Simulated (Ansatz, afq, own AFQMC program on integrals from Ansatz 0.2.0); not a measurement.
## GeNH3, triplet in cc-pVDZ, levels against CCSDT(Q)

```xyz
5

Ge    0.0000    0.0372    0.2653
N     0.0000   -0.1263   -1.2066
H     0.0000   -1.3256    1.0256
H     0.8260    0.2010   -1.6895
H    -0.8260    0.2010   -1.6895
```

Connectivity, by distances: GeH–NH2.

Basis cc-pVDZ. Only valence electrons are correlated. Ansatz 0.2.0 and our own AFQMC program on the same integrals; the CISD trial comes from CCSD amplitudes, and released means the phaseless constraint is let go. Free projection: walkers drawn from exp(T), propagated without any constraint. Its projection time is finite, and what remains of the start isn't in its error. Error bars are statistical, one sigma. No spin–orbit coupling.

Determinant: UHF, the one that the program's search chose, which needn't be the lowest solution. The geometry is a point of a scan.

No full CI on the walks' own integrals is used here; CCSDT(Q) serves as the reference and is uncertain by about the last step of the cluster series.

Cautions: no relativity below Rb; no spin-orbit coupling; inner d shell frozen; lower spins were not checked; the ph-AFQMC/HF walk drifts between its halves (2.5 errors).

* T1 diagnostic: 0.0159
* weight of the determinant in the CISD state: 0.897
* ⟨S²⟩ of the determinant: 2.007
* size of the correlated space: 12 electrons in 41 orbitals

Reference: CCSDT(Q), correlation energy -7.308 eV. The released energy is read at 2.40 1/Eh (meV from the phaseless value at times in 1/Eh: 4 ± 14 at 0.24, 13 ± 13 at 0.51, 2 ± 12 at 0.99, 4 ± 12 at 1.62, -13 ± 19 at 2.40).

| level | E − E(reference) (kcal/mol) | share of correlation (%) |
| --- | --- | --- |
| HF | 168.53 | 0.00 |
| MP2 | 19.80 | 88.25 |
| CCSD | 4.66 | 97.24 |
| CCSD(T) | 0.71 | 99.58 |
| CCSDT | 0.32 | 99.81 |
| ph-AFQMC/HF | -3.03 ± 1.36 | 101.80 |
| ph-AFQMC/CISD | 0.19 ± 0.26 | 99.89 |
| released AFQMC | -0.11 ± 0.44 | 100.06 |
| free AFQMC | -0.11 ± 0.28 | 100.06 |

Free projections are given only where their last times agree within the noise and don't stop above the reference; a slow remainder of the start can still hide under it. A walk keeps the symmetry of its determinant, which the program's search chose and which needn't be the lowest solution, so a lower state of the same spin and another symmetry isn't excluded. Released energies are given only where the last usable release times agree within the noise; a slower fall can still hide under it.
